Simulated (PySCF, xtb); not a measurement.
dimethylamine (C2H7N), SMILES CNC.

Harmonic wavenumbers (cm⁻¹) from GFN2-xTB run with xtb at its own minimum, in rising order: 223, 259, 396, 823, 972, 1014, 1068, 1173, 1177, 1234, 1396, 1420, 1422, 1486, 1492, 1498, 1503, 2842, 2851, 3000, 3003, 3023, 3024, 3351.

Problem. What does B3LYP-D3(BJ)/def2-TZVP (PySCF 2.14.0) give at its own minimum? (Estimate from the structure and the level; the computed values follow.)

Solution. 234, 264, 386, 768, 943, 1037, 1102, 1170, 1187, 1269, 1444, 1470, 1476, 1487, 1495, 1518, 1518, 2925, 2929, 3047, 3047, 3095, 3095, 3515. Paired by order, the mean absolute difference is 40 cm⁻¹ and the zero-point energies are 56.7 and 57.8 kcal/mol.
